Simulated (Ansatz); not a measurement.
I need the energy of protonation at one site of ClHOSi, SMILES O[Si]Cl. Use Ansatz 0.2.0 through its Python package. Level of theory (for the species named): PBE0, 6-31G* basis, multiplicity 1, D3BJ dispersion.

Input file `clhosi.xyz`:
```text
4

O    -0.91720    0.41300   -0.29420
Si   -0.41250   -0.78310    0.64890
Cl    1.58920   -0.66820    0.39610
H    -0.20400    0.97810   -0.77110
```

The script, `pa_clhosi.py`:
```python
'''Proton affinity of ClHOSi at one site.'''

import ansatz
import numpy as np

BASIS = '6-31G*'
XC = 'PBE0'
DISPERSION = 'd3bj'
NET_CHARGE = 1
FORCE_TOL = 0.01

system = ansatz.Crystal.molecule_from_extxyz('clhosi.xyz')

job = (
    system.calculation()
    .basis(gaussian=BASIS)
    .functional(XC, dispersion=DISPERSION)
)
symbols = [site.symbol for site in system.cartesian_sites]
start = np.array([site.position_ang for site in system.cartesian_sites], dtype=float)
r = job.relax(force_tolerance=0.01).run(threads=1).report
end = np.array(r['positions_ang'])

# put the proton on the side away from the neighbours, slightly off axis
away = sum((end[0] - end[j]) / np.linalg.norm(end[0] - end[j]) for j in [1, 3]) + np.array([0.15, 0.1, -0.2])
proton = end[0] + 1.0 * away / np.linalg.norm(away)
acid = ansatz.Crystal.molecule()
for symbol, place in zip(symbols, end):
    acid = acid.atom(symbol, place.tolist())
acid = acid.atom('H', proton.tolist())
protonated = (
    acid.calculation()
    .basis(gaussian=BASIS)  # atom-centred Gaussian functions
    .functional(XC, dispersion=DISPERSION)
    .charge(NET_CHARGE)
    .relax(force_tolerance=FORCE_TOL, max_steps=80)  # relax until the tolerances are met
)
after = protonated.run(threads=1).report
xyz = np.array(after['positions_ang'])
reach = np.linalg.norm(xyz[:-1] - xyz[-1], axis=1)
print(f'base {r["free_energy_ev"]:.5f} eV, protonated {after["free_energy_ev"]:.5f} eV')
print(f'the proton ends {reach.min():.3f} A from {symbols[reach.argmin()]}{reach.argmin()}')
print(f'electronic proton affinity {96.485332 * (r["free_energy_ev"] - after["free_energy_ev"]):.1f} kJ/mol')
```

`python pa_clhosi.py` gives:
```text
base -22454.54567 eV, protonated -22462.37176 eV
the proton ends 0.977 A from O0
electronic proton affinity 755.1 kJ/mol
```

Notes:
- Total energies depend on the basis set; only differences at equal settings carry meaning.
- The proton is put on one chosen atom, which needn't be the most basic site, so the molecule's proton affinity can be higher; the ends are stationary points, not checked by frequencies, and zero-point and thermal terms count only where printed.
- Timing: 29 s on 1 thread of Arm Neoverse V1 (shared host), peak memory 0.2 GiB.

(A comment or docstring line of the script was reworded after the run, the code is as it ran; lines on the test bed's own set-up are left out of the output.)
